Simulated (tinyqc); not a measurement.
Harmonic frequencies on the UHF/sto-3g surface (energies and gradients from PySCF), for LiH+, spin multiplicity 2, step by step. Computed by tinyqc, a small Python program that keeps every step (integrals from PySCF). Settings: charge = 1, multiplicity = 2, basis = sto-3g, delta = 0.01. Command: `OMP_NUM_THREADS=1 python tinyqc.py 21025 21026 out.jsonl` (the two numbers bound the seeds that draw the settings). One thread of a shared host (Intel(R) Xeon(R) Processor @ 2.60GHz), about 2 s of CPU time with the checks.

## One row of the Hessian: 1Liz

optimised positions (bohr):
```
            x         y          z
1Li  0.000000  0.000000  -0.525889
2H   0.000000  0.000000   3.197962
```

gradient at +delta (hartree/bohr):
```
              x           y            z
1Li  0.00000000  0.00000000   0.00023457
2H   0.00000000  0.00000000  -0.00023457
```

gradient at -delta (hartree/bohr):
```
              x           y            z
1Li  0.00000000  0.00000000  -0.00020226
2H   0.00000000  0.00000000   0.00020226
```

Displace 1Liz by +/-0.01 bohr; H(k, :) = (g(+) - g(-)) / (2 delta).

row of the Hessian (hartree/bohr^2): 1Lix 0.00000000, 1Liy 0.00000000, 1Liz 0.02184134, 2Hx 0.00000000, 2Hy 0.00000000, 2Hz -0.02184134

## Hessian by finite differences

All rows are made in the same way, and the matrix is symmetrised.

Hessian (symmetrised) (hartree/bohr^2), lower triangle:
```
             1Lix         1Liy         1Liz          2Hx          2Hy         2Hz
1Lix  -0.00000374
1Liy   0.00000000  -0.00000374
1Liz   0.00000000   0.00000000   0.02184134
2Hx    0.00000374   0.00000000   0.00000000  -0.00000374
2Hy    0.00000000   0.00000374   0.00000000   0.00000000  -0.00000374
2Hz    0.00000000   0.00000000  -0.02184134   0.00000000   0.00000000  0.02184134
```

## Normal modes

masses (u): 1Li 7.016004, 2H 1.007825

Diagonalise H_ij / sqrt(m_i m_j); the 5 smallest eigenvalues belong to translations and rotations; wavenumber = sqrt(eigenvalue / 1822.888) x 219474.63; each mode has its largest component positive (the first on a tie); zero-point energy = sum of wavenumbers / 2, with 349.755 1/cm per kcal/mol.

eigenvalues of the mass-weighted Hessian (hartree/(bohr^2 u)): -0.000004  -0.000004  0.000000  0.000000  0.000000  0.024785

harmonic wavenumbers of the vibrations (1/cm): 809.3

mass-weighted modes:
```
         mode 1
1Lix   0.000000
1Liy   0.000000
1Liz  -0.354407
2Hx    0.000000
2Hy    0.000000
2Hz    0.935091
```

zero-point energy = 1.156920 kcal/mol
